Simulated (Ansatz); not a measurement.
# Scan of [OH···H···H], doublet

Starting geometry:

```xyz
4

O    -0.1530   -0.0491    0.0000
H    -0.4023    0.8775    0.0000
H     0.8065   -0.0491    0.0000
H     2.0240   -0.0491    0.0000
```

From there H3 is moved from one fragment to the other while all else, the fragments' distance too, stays fixed, so the hump isn't the reaction's barrier; atoms are numbered as listed. Energies are in kJ/mol, counted from the starting geometry at the same level. Kohn–Sham curves are unrestricted where that lies lower.

Basis 6-31G; Ansatz 0.2.0. Only valence electrons are correlated (noble-gas cores frozen).

In so small a basis the reference is far from its limit while semilocal and hybrid functionals are nearer theirs (RPA and double hybrids share much of the reference's basis error), so the functionals' errors here hold much of the reference's basis and frozen-core error, which can add to them or hide them.

Full CI is exact within this basis and frozen core; it isn't the basis-set limit.

| distance O1-H3 (Å) | full CI | PBE | r2SCAN | PBE0 | B3LYP | r2SCAN0 | wB97M-V | B2PLYP | RPA-PBE |
| --- | --- | --- | --- | --- | --- | --- | --- | --- | --- |
| 0.892 | 18.2 | 27.0 | 24.8 | 21.4 | 24.0 | 21.0 | 21.5 | 20.6 | 21.9 |
| 0.960 | 0.0 | 0.0 | 0.0 | 0.0 | 0.0 | 0.0 | 0.0 | 0.0 | 0.0 |
| 1.027 | 2.7 | -7.0 | -4.7 | -1.5 | -4.4 | -1.0 | -1.6 | -0.4 | -2.5 |
| 1.095 | 14.7 | -4.5 | 0.3 | 5.9 | -0.2 | 7.3 | 5.8 | 8.3 | 3.1 |
| 1.162 | 27.0 | 0.7 | 7.4 | 14.0 | 5.3 | 16.6 | 13.8 | 17.9 | 8.7 |
| 1.230 | 33.4 | 4.8 | 12.3 | 18.5 | 7.8 | 21.7 | 17.7 | 23.3 | 10.3 |
| 1.297 | 31.9 | 6.9 | 13.4 | 18.5 | 6.6 | 21.0 | 16.4 | 22.6 | 7.1 |
| 1.365 | 25.5 | 9.1 | 13.0 | 16.5 | 4.1 | 17.3 | 12.6 | 18.3 | 1.7 |
| 1.432 | 21.2 | 15.8 | 16.0 | 18.2 | 5.6 | 16.8 | 12.0 | 16.7 | -0.5 |

(1) Judged by the spread of the error over the points with a reference (largest less smallest), which of these follows full CI best and which worst?

## Answers

(1) Subtracting the full CI column from each: best B2PLYP (errors from -10.1 to 2.4, spread 12.5 kJ/mol), worst PBE (from -28.7 to 8.7, spread 37.4 kJ/mol). Functionals and wave-function methods converge differently with the basis, so part of this is basis effect.
